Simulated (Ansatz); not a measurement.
A run of Ansatz (development build ahead of 0.2.0) on doublet N2H2(+) at this shape:

```json
{"atom": "N", "x (Å)": "-0.5054", "y (Å)": "0.0811", "z (Å)": "-0.2436"}
{"atom": "N", "x (Å)": "0.5256", "y (Å)": "-0.0974", "z (Å)": "0.2482"}
{"atom": "H", "x (Å)": "-1.2248", "y (Å)": "0.5814", "z (Å)": "0.2279"}
{"atom": "H", "x (Å)": "1.2217", "y (Å)": "-0.6019", "z (Å)": "-0.2479"}
```

Its results:

| Quantity | Value |
| --- | --- |
| Converged | yes |
| Total energy | -109.58571 hartree |
| Spin squared of the determinant | 0.835 |
| Stability test | minimum |

Forces (eV/Å):
| atom | Fx | Fy | Fz |
| --- | --- | --- | --- |
| N1 | 2.133 | -0.444 | 0.860 |
| N2 | -2.032 | 0.560 | -0.518 |
| H3 | -1.850 | 0.873 | 0.308 |
| H4 | 1.750 | -0.988 | -0.651 |

(1) Which input gives this output? Name the method, the orbitals and the basis set, and write the input.

Answers

(1) UHF in def2-SVP.

```yaml
crystal:
  periodic: [false, false, false]
  atoms:
    - { symbol: "N", position_ang: [-0.50541, 0.08113, -0.24358] }
    - { symbol: "N", position_ang: [0.52562, -0.09744, 0.24818] }
    - { symbol: H, position_ang: [-1.22482, 0.58136, 0.22791] }
    - { symbol: H, position_ang: [1.22169, -0.60192, -0.24787] }
basis:
  gaussian: { orbitals: def2-SVP }
total_charge: 1
magnetization:
  spin_polarized: true
  initial_magnetization: 1
hamiltonian:
  xc: hf
output:
  forces: true
```
